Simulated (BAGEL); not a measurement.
# RI-MP2/x2c-SVPall (DKH2, density fitting with AutoAux) run of BNH4 (SMILES BN)

What is the energy change on altering one bond length of BNH4 at RI-MP2/x2c-SVPall (DKH2, density fitting with AutoAux)? 

The calculation is run with BAGEL 1.2.2.

3 further runs of the same task are left out: 3 set aside as unsound or not needed.

### Step 1. The molecule

BNH4 has 6 atoms, charge 0, and is taken as a singlet. As SMILES, `BN`. The shape is that of a PBE0-D4/def2-TZVP optimisation.

Bond lengths: B1–N2 1.385 Å, B1–H3 1.197 Å, B1–H4 1.197 Å, N2–H5 1.006 Å, N2–H6 1.006 Å. Angles: B1–N2–H5 123.2°, B1–N2–H6 123.2°, N2–B1–H3 119.0°, N2–B1–H4 119.0°, H5–N2–H6 113.5°, H3–B1–H4 122.0°.

### Step 2. A single-point energy at RI-MP2/x2c-SVPall (DKH2, density fitting with AutoAux)

job.json reads:

```json
{ "bagel" : [

{
  "title" : "molecule",
  "basis" : "x2c-svpall.json",
  "df_basis" : "x2c-svpall-autoaux.json",
  "angstrom" : true,
  "dkh" : true,
  "finite_nucleus" : true,
  "geometry" : [
    { "atom" : "B", "xyz" : [   -0.128200,   -0.679600,   -0.025600 ] },
    { "atom" : "N", "xyz" : [    0.146100,    0.677400,    0.010800 ] },
    { "atom" : "H", "xyz" : [    0.225800,   -1.368000,    0.887500 ] },
    { "atom" : "H", "xyz" : [   -0.712000,   -1.128700,   -0.969200 ] },
    { "atom" : "H", "xyz" : [   -0.121600,    1.313700,   -0.720800 ] },
    { "atom" : "H", "xyz" : [    0.632000,    1.121400,    0.771300 ] }
  ]
},
{
  "title" : "hf",
  "maxiter" : 30
},
{
  "title" : "mp2"
}

]}
```

The basis set x2c-SVPall is read from a file made from the Basis Set Exchange's data (not shown).

On the command line:

```bash
BAGEL_NUM_THREADS=1 BAGEL job.json > job.out
```

Output:

```text
* using 1 threads per process

  ===============================================================
  ===============================================================

  *** Geometry ***

  { "atom" : "B", "xyz" : [     -0.242263,     -1.284258,     -0.048377 ] },
  { "atom" : "N", "xyz" : [      0.276089,      1.280100,      0.020409 ] },
  { "atom" : "H", "xyz" : [      0.426700,     -2.585145,      1.677132 ] },
  { "atom" : "H", "xyz" : [     -1.345485,     -2.132934,     -1.831523 ] },
  { "atom" : "H", "xyz" : [     -0.229791,      2.482533,     -1.362115 ] },
  { "atom" : "H", "xyz" : [      1.194307,      2.119139,      1.457546 ] },

  Number of auxiliary basis functions:      322

  Since a DF basis is specified, we compute 2- and 3-index integrals:
    o Being stored without compression. Storage requirement is 0.006 GB

  Number of basis functions:       48
  Number of electrons      :       16

    * METHOD: MOLECULE                             0.09

  *** RHF ***

  === Nuclear Repulsion ===
    32.3160930479

      * DIIS with orbital gradients will be used.

  === RHF iteration (x2c-svpall.json) ===
      0        -81.26836734          0.02776152           0.01
      1        -81.35638279          0.01524886           0.01
      2        -81.38479833          0.00210062           0.01
      3        -81.38555669          0.00039508           0.01
      4        -81.38557921          0.00005693           0.01
      5        -81.38557996          0.00000891           0.01
      6        -81.38557998          0.00000177           0.01
      7        -81.38557998          0.00000035           0.01
      8        -81.38557998          0.00000006           0.02
      9        -81.38557998          0.00000002           0.01
     10        -81.38557998          0.00000001           0.01
    * SCF iteration converged.

    * Permanent dipole moment:
           (   -0.149482,    -0.740163,    -0.019823) a.u.

    * METHOD: HF                                   0.22

  *** RHF ***

  === Nuclear Repulsion ===
    32.3160930479

      * DIIS with orbital gradients will be used.

  === RHF iteration (x2c-svpall.json) ===
      0        -81.38557998          0.00000000           0.01
    * SCF iteration converged.

    * Permanent dipole moment:
           (   -0.149482,    -0.740163,    -0.019823) a.u.

  === DF-MP2 calculation ===

    * freezing 2 orbitals
    * 3-index integral transformation done
    * assembly done

      MP2 correlation energy:   -0.2649117876      0.01

      MP2 total energy:        -81.6504917722

    * METHOD: MP2                                  0.07

  ===============================================================
```

Wall time 0.99 s (1 thread of AMD EPYC 7R43 (Zen 3), shared host); peak memory 0.14 GiB.

### Step 3. The distorted shape, same level

input.json reads:

```json
{ "bagel": [

{
  "title": "molecule",
  "basis": "x2c-svpall.json",
  "df_basis": "x2c-svpall-autoaux.json",
  "angstrom": true,
  "dkh": true,
  "finite_nucleus": true,
  "geometry": [
    { "atom": "B", "xyz": [   -0.079609,   -0.635199,    0.050452 ] },
    { "atom": "N", "xyz": [    0.194691,    0.721801,    0.086852 ] },
    { "atom": "H", "xyz": [    0.274391,   -1.323599,    0.963552 ] },
    { "atom": "H", "xyz": [   -0.663409,   -1.084299,   -0.893148 ] },
    { "atom": "H", "xyz": [   -0.073009,    1.358101,   -0.644748 ] },
    { "atom": "H", "xyz": [    0.632000,    1.121400,    0.771300 ] }
  ]
},
{ "title": "hf", "maxiter": 30 },
{ "title": "mp2" }

]}
```

The basis set x2c-SVPall is read from a file made from the Basis Set Exchange's data (not shown).

On the command line:

```bash
BAGEL_NUM_THREADS=1 BAGEL input.json > input.out
```

Output:

```text
* using 1 threads per process

  ===============================================================
  ===============================================================

  *** Geometry ***

  { "atom" : "B", "xyz" : [     -0.150439,     -1.200352,      0.095340 ] },
  { "atom" : "N", "xyz" : [      0.367913,      1.364006,      0.164126 ] },
  { "atom" : "H", "xyz" : [      0.518524,     -2.501240,      1.820849 ] },
  { "atom" : "H", "xyz" : [     -1.253661,     -2.049028,     -1.687805 ] },
  { "atom" : "H", "xyz" : [     -0.137967,      2.566439,     -1.218397 ] },
  { "atom" : "H", "xyz" : [      1.194307,      2.119139,      1.457546 ] },

  Number of auxiliary basis functions:      322

  Since a DF basis is specified, we compute 2- and 3-index integrals:
    o Being stored without compression. Storage requirement is 0.006 GB

  Number of basis functions:       48
  Number of electrons      :       16

    * METHOD: MOLECULE                             0.09

  *** RHF ***

  === Nuclear Repulsion ===
    32.8023213217

      * DIIS with orbital gradients will be used.

  === RHF iteration (x2c-svpall.json) ===
      0        -81.25327238          0.02872664           0.01
      1        -81.34576145          0.01558457           0.01
      2        -81.37447690          0.00206295           0.01
      3        -81.37520974          0.00037882           0.02
      4        -81.37522982          0.00005414           0.02
      5        -81.37523061          0.00001173           0.02
      6        -81.37523065          0.00000324           0.02
      7        -81.37523065          0.00000092           0.01
      8        -81.37523065          0.00000017           0.01
      9        -81.37523065          0.00000003           0.01
     10        -81.37523065          0.00000001           0.01
    * SCF iteration converged.

    * Permanent dipole moment:
           (   -0.133057,    -0.722689,     0.005011) a.u.

    * METHOD: HF                                   0.23

  *** RHF ***

  === Nuclear Repulsion ===
    32.8023213217

      * DIIS with orbital gradients will be used.

  === RHF iteration (x2c-svpall.json) ===
      0        -81.37523065          0.00000000           0.01
    * SCF iteration converged.

    * Permanent dipole moment:
           (   -0.133057,    -0.722689,     0.005011) a.u.

  === DF-MP2 calculation ===

    * freezing 2 orbitals
    * 3-index integral transformation done
    * assembly done

      MP2 correlation energy:   -0.2625495506      0.01

      MP2 total energy:        -81.6377802034

    * METHOD: MP2                                  0.07

  ===============================================================
```

Wall time 0.97 s (1 thread of AMD EPYC 7R43 (Zen 3), shared host); peak memory 0.14 GiB.

### Step 4. Results

At RI-MP2/x2c-SVPall (DKH2, density fitting with AutoAux):

| quantity | value |
| --- | --- |
| first shape: total energy | -81.65049 Eh |
| first shape: correlation energy | -264.9 mEh |
| distorted shape: total energy | -81.63778 Eh |
| distorted shape: correlation energy | -262.5 mEh |
| energy change with the N2–H6 bond shortened from 1.006 to 0.905 Å | 0.346 eV |

What this shows: With the N2–H6 bond shortened from 1.006 to 0.905 Å the energy rises by 0.35 eV (8.0 kcal/mol). The first shape isn't relaxed at this level, so the change isn't measured from a minimum.
